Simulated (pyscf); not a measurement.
Single points on ωB97X-D3(BJ)/def2-SVP structures (PySCF, gas phase).

**Question.** PBE/def2-TZVP puts the barrier of S=Mo(=S)(Cl)–Cl + silane (SiH₄) → H₃Si–S–MoH(=S)(Cl)–Cl (addition across a multiple bond or ene-type step; singlet surface; H–Si broken, S–Si, H–Mo formed) at 20.7 kcal/mol and the reaction energy at +5.6 kcal/mol, from the separated reactants. What do B3LYP-D3(BJ)/def2-TZVP, M06-2X/def2-TZVP, ωB97M-D3(BJ)/def2-TZVP give on the same structures?

**Answer.** B3LYP-D3(BJ): ΔE‡ = 22.2 kcal/mol, ΔE = +3.7 kcal/mol; M06-2X: ΔE‡ = 24.1 kcal/mol, ΔE = +2.9 kcal/mol; ωB97M-D3(BJ): ΔE‡ = 22.4 kcal/mol, ΔE = +1.3 kcal/mol. PBE's barrier lies under all of them, by 1.5 to 3.4 kcal/mol. Its reaction energy lies over all of them, by 1.9 to 4.3 kcal/mol. On the product side the descent ends in a point that may be a rotor saddle (no frequency run), 1.0 kcal/mol over the lowest minimum found and 18.3 kcal/mol under the saddle at ωB97X-D3(BJ)/def2-TZVP. At the saddle there is also a short Mo–Si contact that neither side keeps. At ωB97X-D3(BJ)/def2-TZVP the barrier from the zero used here is 15.3 kcal/mol. One saddle was located; it need not be the lowest between these sides. Elements past Kr carry the def2 core potentials, without spin-orbit coupling.
